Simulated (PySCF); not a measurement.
# Mayer bond orders and bond lengths

Species: C4H7Cl.
Atom-mapped SMILES: `[CH3:1][CH2:2]/[CH:3]=[CH:4]\[Cl:5]` (hydrogens: H6, H7, H8 on C1; H9, H10 on C2; H11 on C3; H12 on C4)

Structure used (GFN2-xTB), in Å, numbered top down from 1:
```xyz
12
C4H7Cl angstrom
C     -1.5671    0.0615   -0.4103
C     -0.4417   -0.0154    0.6221
C      0.8105   -0.5443    0.0037
C      1.9508    0.1086   -0.1392
Cl     2.2056    1.7238    0.4108
H     -2.4791    0.4299    0.0529
H     -1.2917    0.7360   -1.2174
H     -1.7650   -0.9206   -0.8343
H     -0.2590    0.9731    1.0437
H     -0.7455   -0.6841    1.4319
H      0.7587   -1.5533   -0.3827
H      2.8248   -0.3159   -0.6072
```

Bond orders from the PBE0/pcSseg-1 density (PySCF). One conformer (not necessarily the lowest) at the GFN2-xTB geometry, without solvent, vibrations or thermal averaging.

Question: Where do the orders between heavy atoms depart from those drawn in the SMILES?

Answer: The largest departure is 0.106, at C3–C4 (drawn double, 1.894).

Question: Set the Mayer orders of the bonds beside their lengths.

Answer: 
```json
{"bond": "C1–C2", "drawn as": "single", "length (Å)": "1.529", "Mayer order": "1.039"}
{"bond": "C2–C3", "drawn as": "single", "length (Å)": "1.493", "Mayer order": "1.038"}
{"bond": "C3–C4", "drawn as": "double", "length (Å)": "1.322", "Mayer order": "1.894"}
{"bond": "C4–Cl5", "drawn as": "single", "length (Å)": "1.725", "Mayer order": "1.028"}
{"bond": "C1–H6", "drawn as": "single", "length (Å)": "1.087", "Mayer order": "0.968"}
{"bond": "C1–H7", "drawn as": "single", "length (Å)": "1.087", "Mayer order": "0.968"}
{"bond": "C1–H8", "drawn as": "single", "length (Å)": "1.088", "Mayer order": "0.969"}
{"bond": "C2–H9", "drawn as": "single", "length (Å)": "1.090", "Mayer order": "0.944"}
{"bond": "C2–H10", "drawn as": "single", "length (Å)": "1.093", "Mayer order": "0.939"}
{"bond": "C3–H11", "drawn as": "single", "length (Å)": "1.082", "Mayer order": "0.946"}
{"bond": "C4–H12", "drawn as": "single", "length (Å)": "1.079", "Mayer order": "0.937"}
```

Bonds between the same two heavy elements. C–C: lowest C2–C3 and C1–C2 (1.038, 1.493 Å), highest C3–C4 (1.894, 1.322 Å). Bonds named together lie within 0.004.

Question: Sum the orders of all bonds at each heavy atom with more than one neighbour and set the sums beside the valence in the SMILES.

Answer: C1 3.944 (drawn 4), C2 3.960 (drawn 4), C3 3.878 (drawn 4), C4 3.859 (drawn 4). Orders between atoms that aren't bonded are not in these sums.

The Mayer order sums products of elements of PS (density times overlap matrix) between the two atoms' basis functions, so it depends on the basis set.
